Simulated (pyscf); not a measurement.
**1,1-elimination: `[CH3][Ga]([CH3])[OH]` → `[CH3][CH3]` + `[OH][Ga]` [singlet]**

Gas phase, singlet surface, charge 0. Bonds broken: C1–Ga2, Ga2–C3. Bonds formed: C1–C3. PySCF, gas phase, ωB97X-D3(BJ)/def2-SVP geometries.

Transition state (Å):

```xyz
11

C     -1.0233    -1.5001     0.8928
Ga    -0.1723    -0.0687    -0.8485
C      0.1532     0.6996     1.1328
O     -1.7139     0.6623    -1.4835
H      0.0031    -1.7654     0.6414
H     -1.5125    -2.1498     1.6345
H     -1.7328    -1.0721     0.1753
H     -0.6948     0.9081     1.7902
H      0.5042     1.6569     0.7124
H      0.9782     0.2204     1.6706
H     -1.9879     0.3916    -2.3667
```

One imaginary mode, 564i cm⁻¹; descent along it reached the two sides named.

```csv
bond,change,reactant side (Å),saddle,product side
C1–Ga2,breaks,1.966,2.409,3.4
Ga2–C3,breaks,1.956,2.150,3.7
C1–C3,forms,3.5,2.506,1.527
```

Electronic energies relative to the reactant's lowest minimum found (kcal/mol):

| level | barrier | reaction energy | reverse barrier |
|---|---|---|---|
| ωB97X-D3(BJ)/def2-TZVP | 112.8 | +11.6 | 101.3 |
| PBE/def2-TZVP | 89.8 | +5.0 | 84.8 |
| r²SCAN/def2-TZVP | 97.0 | +10.3 | 86.7 |
| B3LYP-D3(BJ)/def2-TZVP | 96.3 | +2.7 | 93.6 |
| PBE0-D3(BJ)/def2-TZVP | 101.9 | +8.6 | 93.3 |
| M06-2X/def2-TZVP | 106.8 | +9.3 | 97.5 |
| ωB97M-D3(BJ)/def2-TZVP | 106.7 | +4.9 | 101.8 |
| HF/def2-TZVP | 128.7 | +0.9 | 127.8 |

With ωB97M-D3(BJ)/def2-TZVP energies and thermal terms (ideal gas, 1 atm, RRHO with modes under 100 cm⁻¹ raised to 100, one conformer, R ln 2 for chiral ones without a mode under 150 cm⁻¹), in kcal/mol:

| T (K) | ΔH‡ | ΔG‡ | ΔH | ΔG |
|---|---|---|---|---|
| 298 | 105.2 | 105.5 | +5.5 | -3.3 |
| 600 | 105.1 | 105.8 | +3.9 | -11.6 |
| 900 | 104.7 | 106.2 | +2.4 | -19.1 |
| 1200 | 104.2 | 106.8 | +1.0 | -26.0 |

The same reactants have a lower exit, to CH₄ + H₃C–Ga=O (barrier +68.3 kcal/mol at ωB97M-D3(BJ)/def2-TZVP, against +106.7 kcal/mol here). This is the saddle that the search found; another between the same sides may lie lower. A restricted solution here is unstable towards spin polarisation, so biradical character is likely and single-reference numbers are less safe. Elements up to Kr have no core potential and no relativistic terms here.
